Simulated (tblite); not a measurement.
C4H5P.
Structure used (GFN2-xTB), in Å, numbered top down from 1:
```xyz
10
C4H5P angstrom
C     -1.546    0.495   -0.427
C     -0.593    0.103    0.397
C      0.608   -0.695   -0.028
C      1.814    0.066    0.210
P      3.076    0.926    0.486
H     -1.529    0.248   -1.476
H     -2.389    1.073   -0.087
H     -0.619    0.368    1.445
H      0.653   -1.628    0.548
H      0.535   -0.950   -1.091
```

Method: GFN2-xTB as coded in tblite; computed harmonic values from a numerical Hessian at the method's own geometry, unscaled. The method is semi-empirical: single wavenumbers can be off by several per cent or more. One conformer, not necessarily the lowest.

Harmonic wavenumbers (cm⁻¹): 55.5, 136.5, 253.4, 393.2, 403.3, 613.7, 841.5, 880.6, 903.7, 951.5, 1018.6, 1077.6, 1162.9, 1243.5, 1290.0, 1410.3, 1426.2, 1712.5, 1738.1, 2898.9, 2934.6, 3064.1, 3097.4, 3126.1.

A = 14796, B = 1733, C = 1639 MHz; mass 84.013 u (most abundant isotopes); point group C1, symmetry number 1.

What is the zero-point energy?

Half the sum of the wavenumbers: 16317 cm⁻¹ = 195.19 kJ/mol.

What is S at 400 K and 1 bar for an ideal gas of classical rigid rotors and harmonic oscillators?

Translation 170.23, rotation 114.29, vibration 70.91: S = 355.4 J/(mol K).

And Cp and H(400 K) − H(0)?

Cp = 107.89 J/(mol K), of which vibrations give 74.63 (their classical limit is 24 R = 199.5); H(400 K) − H(0) = 28.04 kJ/mol without the zero-point energy, 14.73 from vibrations.

How do the functions run with temperature in this model?

```json
{"T (K)": "50", "S (J/(mol K))": "221.5", "Cp (J/(mol K))": "43.0", "H − H(0) (kJ/mol)": "1.87", "G − H(0) (kJ/mol)": "-9.21", "ln q(vib)": "0.25"}
{"T (K)": "100", "S (J/(mol K))": "254.1", "Cp (J/(mol K))": "52.2", "H − H(0) (kJ/mol)": "4.25", "G − H(0) (kJ/mol)": "-21.17", "ln q(vib)": "0.78"}
{"T (K)": "298.15", "S (J/(mol K))": "326.7", "Cp (J/(mol K))": "88.2", "H − H(0) (kJ/mol)": "18.04", "G − H(0) (kJ/mol)": "-79.37", "ln q(vib)": "2.97"}
{"T (K)": "373.15", "S (J/(mol K))": "348.1", "Cp (J/(mol K))": "102.9", "H − H(0) (kJ/mol)": "25.21", "G − H(0) (kJ/mol)": "-104.68", "ln q(vib)": "3.80"}
{"T (K)": "500", "S (J/(mol K))": "381.4", "Cp (J/(mol K))": "124.9", "H − H(0) (kJ/mol)": "39.70", "G − H(0) (kJ/mol)": "-150.99", "ln q(vib)": "5.21"}
{"T (K)": "750", "S (J/(mol K))": "438.4", "Cp (J/(mol K))": "156.1", "H − H(0) (kJ/mol)": "75.11", "G − H(0) (kJ/mol)": "-253.67", "ln q(vib)": "7.95"}
{"T (K)": "1000", "S (J/(mol K))": "486.3", "Cp (J/(mol K))": "176.7", "H − H(0) (kJ/mol)": "116.88", "G − H(0) (kJ/mol)": "-369.42", "ln q(vib)": "10.55"}
```

q(vib) and H(0) count from the zero-point level.

Which modes carry the vibrational entropy at 400 K?

55.5 cm⁻¹: 21.73; 136.5 cm⁻¹: 14.31; 253.4 cm⁻¹: 9.37; 393.2 cm⁻¹: 6.09; 403.3 cm⁻¹: 5.91; 613.7 cm⁻¹: 3.24 J/(mol K); the other 18 give 10.26 together.

What must be added to the electronic energy to get the Gibbs energy at 400 K and 1 bar?

ZPE + [H(400 K) − H(0)] − T·S = 195.19 + 28.04 − 142.17 = 81.06 kJ/mol.

Hindered rotation and anharmonicity are outside this model. Other conformers, if any are populated, would add a mixing term that is left out. The structure is chiral; the term R ln 2 for an equal mix with its mirror image is left out.
